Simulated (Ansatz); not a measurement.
# Al₂HO (doublet): wave-function methods side by side, cc-pVDZ

How much of the correlation energy of Al₂HO (doublet) does each wave-function method recover here?

Computed with Ansatz 0.2.0, Gaussian basis. Level: cc-pVDZ, core rule «outside noble gas», up to 11 orbitals frozen.

Plan: UHF; CCSD(T) on ROHF; CCSD(T) on UHF; BCCD(T) on ROHF; CISD; CCSDT(Q) on ROHF; CCSDT(Q) on UHF; CASSCF and MRCISD+Q, 9 electrons in 9 orbitals; CASSCF and NEVPT2, 9 electrons in 9 orbitals.

24 further runs of the same task are left out: 9 that didn't finish, 15 set aside as unsound or not needed.

### Step 1. What is computed

The geometry is a PBE0/def2-TZVP stationary point (not a proven minimum) of the parent state, kept for this charge and spin.

4 atoms, charge 0, spin multiplicity 2.

Atoms are counted from 1 here; the program's logs count them from 0.

Bond lengths: Al1–Al2 2.344 Å, Al2–O3 1.647 Å, O3–H4 0.946 Å. Angles: Al1–Al2–O3 180.0°, Al2–O3–H4 180.0°.

### Step 2. UHF

Contents of in.yaml:

```yaml
crystal:
  periodic: [false, false, false]
  atoms:
    - {symbol: Al, position_ang: [0.000000, 0.000000, -2.818500]}
    - {symbol: Al, position_ang: [0.000000, 0.000000, -0.474100]}
    - {symbol: O, position_ang: [0.000000, 0.000000, 1.173400]}
    - {symbol: H, position_ang: [0.000000, 0.000000, 2.119200]}
basis:
  gaussian: {orbitals: cc-pVDZ}
magnetization: {spin_polarized: true, initial_magnetization: 1}
hamiltonian: {xc: hf}
output: {orbitals: {seedname: orbitals}}
```

Launch:

```bash
> ansatz run in.yaml --threads 1 --pin off --events-out ev --progress --plain --max-ram 2393MiB
```

Further steps of the session: CCSD(T) on ROHF; CCSD(T) on UHF; BCCD(T) on ROHF; CISD; CCSDT(Q) on ROHF; CCSDT(Q) on UHF; CASSCF and MRCISD+Q, 9 electrons in 9 orbitals; CASSCF and NEVPT2, 9 electrons in 9 orbitals.

Q: Predict the results of all the runs planned. Wanted: UCCSDT(Q) below the RHF energy; RMP2 from UCCSDT(Q); UMP2 from UCCSDT(Q); RCCSD from UCCSDT(Q); RCCSD(T) from UCCSDT(Q); UCCSD(T) from UCCSDT(Q); RCCSDT(Q) from UCCSDT(Q); MRCISD+Q frontier from UCCSDT(Q); T1 diagnostic.

As calculated:

| quantity | value |
| --- | --- |
| UCCSDT(Q) below the RHF energy | -8.7200 eV |
| RMP2 from UCCSDT(Q) | +24.82 kcal/mol |
| UMP2 from UCCSDT(Q) | +28.90 kcal/mol |
| RCCSD from UCCSDT(Q) | +6.89 kcal/mol |
| RCCSD(T) from UCCSDT(Q) | +1.45 kcal/mol |
| UCCSD(T) from UCCSDT(Q) | +1.76 kcal/mol |
| RCCSDT(Q) from UCCSDT(Q) | +0.05 kcal/mol |
| MRCISD+Q frontier from UCCSDT(Q) | +1.62 kcal/mol |
| levels within 1 kcal/mol (43 meV) | RCCSDT, UCCSDT, RCCSDT(Q) |
| T1 diagnostic | 0.023 |

RCCSD(T) lands +1.45 kcal/mol from the yardstick (0.7 % of the correlation energy). These misses are within one basis, not against nature; the frozen cores of restricted and unrestricted runs differ, which can shift their rows.
